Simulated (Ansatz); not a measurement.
## Scan of [CH3···H···Br], doublet

Starting geometry:

```xyz
6

C    -2.5126    0.0000    0.0000
H    -2.8758    1.0273    0.0000
H    -2.8758   -0.5137    0.8897
H    -2.8758   -0.5137   -0.8897
H    -1.4229    0.0000    0.0000
Br    0.5044    0.0000    0.0000
```

From there H5 is moved from one fragment to the other while all else, the fragments' distance too, stays fixed; atoms are numbered as listed. Energies are in kcal/mol, counted from the starting geometry at the same level. Kohn–Sham curves are unrestricted where that lies lower.

Basis cc-pVDZ; Ansatz 0.2.0. Only valence electrons are correlated (noble-gas cores and the filled d shells of p-block atoms frozen). Prefix R: restricted or restricted open-shell reference; prefix U: unrestricted. No spin–orbit coupling is included, and no scalar relativity.

Full CI isn't at hand for all of this; UCCSDT(Q) serves as the reference, and is uncertain by about the last step of the cluster series.

```json
{"distance C1-H5 (Å)": "1.090", "r2SCAN": "0.0"}
{"distance C1-H5 (Å)": "1.146", "r2SCAN": "-0.3"}
{"distance C1-H5 (Å)": "1.260", "r2SCAN": "2.9"}
{"distance C1-H5 (Å)": "1.373", "r2SCAN": "7.6"}
{"distance C1-H5 (Å)": "1.487", "r2SCAN": "11.9"}
```

Task: Estimate the UCCSDT(Q) curve in cc-pVDZ from this one, knowing how r2SCAN errs.

Result: The computed UCCSDT(Q) values, in kcal/mol from the starting point, and the error of r2SCAN against them:
```
distance C1-H5 (Å)  UCCSDT(Q)  r2SCAN less UCCSDT(Q)
             1.090        0.0                    0.0
             1.146        0.7                   -1.0
             1.260        5.9                   -3.0
             1.373       12.0                   -4.4
             1.487       16.6                   -4.7
```

The error spans 4.7 kcal/mol and is largest, -4.7 kcal/mol, at 1.487 Å.

In so small a basis the reference is far from its limit while semilocal and hybrid functionals are nearer theirs, so the functionals' errors here hold much of the reference's basis and frozen-core error, which can add to them or hide them.
